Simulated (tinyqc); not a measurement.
Pariser-Parr-Pople SCF with singles CI, for the molecule c1cc[nH]c1 (SMILES; centres numbered as the heavy atoms are written), step by step. One step of it, computed by the program tinyqc.

Question. Iteration 3: Fock matrix. F_rr = H_rr + P_rr gamma_rr / 2 + sum_(s != r) P_ss gamma_rs; F_rs = H_rs - P_rs gamma_rs / 2; E = tr P (H + F) / 2 + core repulsion sum_(r<s) z_r z_s gamma_rs.

P after iteration 2:
```
           1C         2C         3C         4N         5C
1C   1.048138   0.572261  -0.090143  -0.260653   0.757082
2C   0.572261   1.048005   0.757097  -0.260613  -0.090104
3C  -0.090143   0.757097   1.163073   0.487014  -0.361175
4N  -0.260653  -0.260613   0.487014   1.577828   0.487084
5C   0.757082  -0.090104  -0.361175   0.487084   1.162957
```

core matrix H (eV):
```
            1C          2C          3C          4N          5C
1C  -32.937693   -2.390000    0.000000    0.000000   -2.390000
2C   -2.390000  -32.936839   -2.390000    0.000000    0.000000
3C    0.000000   -2.390000  -34.600697   -2.240000    0.000000
4N    0.000000    0.000000   -2.240000  -41.581284   -2.240000
5C   -2.390000    0.000000    0.000000   -2.240000  -34.599791
```

repulsion gamma_rs (eV):
```
          1C        2C        3C         4N        5C
1C  9.860000  5.033479  3.865367   4.197683  5.033479
2C  5.033479  9.860000  5.034716   4.197215  3.864214
3C  3.865367  5.034716  9.860000   5.612822  3.864970
4N  4.197683  4.197215  5.612822  14.850000  5.613564
5C  5.033479  3.864214  3.864970   5.613564  9.860000
```

Centres (angstrom, eV; a flat drawing with bonds scaled to 1.40 angstrom):
```
centre          x          y  core charge z          W   gamma_rr
1C       1.191000   0.000000              1  10.610000   9.860000
2C       0.368000   1.133000              1  10.610000   9.860000
3C      -0.963000   0.700000              1  10.610000   9.860000
4N      -0.963000  -0.700000              2  21.960000  14.850000
5C       0.368000  -1.133000              1  10.610000   9.860000
```

Give: F; pi energy.

Answer.

F (eV):
```
         1C       2C       3C       4N       5C
1C  -5.5226  -3.8302   0.1742   0.5471  -4.2954
2C  -3.8302  -5.5223  -4.2959   0.5469   0.1741
3C   0.1742  -4.2959  -6.1880  -3.6068   0.6980
4N   0.5471   0.5469  -3.6068  -8.0110  -3.6071
5C  -4.2954   0.1741   0.6980  -3.6071  -6.1884
```

pi energy = -80.8783 eV
